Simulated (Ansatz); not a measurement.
# C₃H₆FNO: up Jacob's ladder to CCSD(T)

An exercise on one series of results from a longer session: the logs are not shown, and one member is left open.

Program: Ansatz 0.2.0, Gaussian basis. Level of theory: functionals in def2-TZVPP, the program's frozen cores in correlated methods. These are calculated values, not measurements.

The runs, in order: PBE-D4, r2SCAN-D4, PBE0-D4, B3LYP-D4, ωB97X-V, ωB97M-V, B2PLYP; CCSD(T)/def2-TZVPP; MP2/def2-QZVPP; extrapolation to the limit.

## Structure used throughout

An earlier PBE0-D4 in a triple-zeta def2 set relaxation fixed the geometry.

SMILES `C=NC(F)OC`, 12 atoms, charge 0, spin multiplicity 1.

Atoms are counted from 1 here; the program's logs count them from 0.

Bond lengths: C1–N2 1.258 Å, C1–H7 1.089 Å, C1–H8 1.093 Å, N2–C3 1.429 Å, C3–F4 1.367 Å, C3–O5 1.374 Å, C3–H9 1.102 Å, O5–C6 1.411 Å, C6–H10 1.089 Å, C6–H11 1.093 Å, C6–H12 1.098 Å. Angles: N2–C1–H7 118.5°, N2–C1–H8 123.6°, H7–C1–H8 117.9°, C1–N2–C3 119.6°, N2–C3–F4 113.6°, N2–C3–O5 110.8°, N2–C3–H9 108.0°, F4–C3–O5 105.5°, F4–C3–H9 107.3°, O5–C3–H9 111.6°, C3–O5–C6 113.6°, O5–C6–H10 106.5°, O5–C6–H11 111.5°, O5–C6–H12 111.0°, H10–C6–H11 109.8°, H10–C6–H12 109.1°, H11–C6–H12 109.0°.

Coordinates:

```
C    -0.3250   -1.2170    1.8244
N    -0.3041   -0.2529    1.0161
C    -0.3422   -0.5085   -0.3890
F    -0.2626   -1.8355   -0.7072
O     0.7231    0.0849   -1.0230
C     0.6457    1.4935   -1.0616
H    -0.2859   -1.0018    2.8914
H    -0.3785   -2.2636    1.5155
H    -1.3036   -0.1354   -0.7764
H     1.5075    1.8345   -1.6329
H     0.6746    1.9237   -0.0573
H    -0.2719    1.8228   -1.5661
```

The first run:

in.yaml

```yaml
crystal:
  periodic: [false, false, false]
  atoms:
    - {symbol: C, position_ang: [-0.325041, -1.216996, 1.824377]}
    - {symbol: N, position_ang: [-0.304053, -0.252949, 1.016090]}
    - {symbol: C, position_ang: [-0.342219, -0.508508, -0.388950]}
    - {symbol: F, position_ang: [-0.262643, -1.835454, -0.707242]}
    - {symbol: O, position_ang: [0.723061, 0.084896, -1.022964]}
    - {symbol: C, position_ang: [0.645726, 1.493541, -1.061612]}
    - {symbol: H, position_ang: [-0.285928, -1.001781, 2.891417]}
    - {symbol: H, position_ang: [-0.378490, -2.263569, 1.515511]}
    - {symbol: H, position_ang: [-1.303555, -0.135362, -0.776412]}
    - {symbol: H, position_ang: [1.507469, 1.834505, -1.632900]}
    - {symbol: H, position_ang: [0.674585, 1.923654, -0.057322]}
    - {symbol: H, position_ang: [-0.271911, 1.822823, -1.566095]}
basis:
  gaussian: {orbitals: def2-TZVPP}
hamiltonian: {xc: pbe, dispersion: d4}
output: {forces: true, orbitals: {seedname: orbitals}}
```

Launch:

```console
$ ansatz run in.yaml --threads 4 --pin off --events-out ev --progress --plain --max-ram 10444MiB
```

Steps of the session up to this table: PBE-D4 (GGA); r2SCAN-D4 (meta-GGA); PBE0-D4 (hybrid); B3LYP-D4 (hybrid); ωB97X-V (range-separated); ωB97M-V (range-separated); B2PLYP (double hybrid); CCSD(T) in def2-TZVPP; MP2 in def2-QZVPP.

One of the session's tables, all rows but one given; the rest of the session is left out.

| method | atomisation energy (eV) |
| --- | --- |
| PBE-D4 | 50.873 |
| r2SCAN-D4 | 49.219 |
| PBE0-D4 | 49.428 |
| B3LYP-D4 | 49.222 |
| ωB97X-V | 49.310 |
| ωB97M-V | 49.355 |
| B2PLYP | 48.698 |
| HF/def2-TZVPP | 33.979 |
| MP2/def2-TZVPP | 48.850 |
| CCSD/def2-TZVPP | 46.843 |
| CCSD(T)/def2-TZVPP | 47.746 |
| MP2/CBS | ? |
| CCSD(T)/CBS | 49.089 |

**Question.** Estimate the row for MP2/CBS.

As computed: atomisation energy (eV): 50.194. In the column «atomisation energy (eV)» it lies between PBE0-D4 (49.428) and PBE-D4 (50.873).
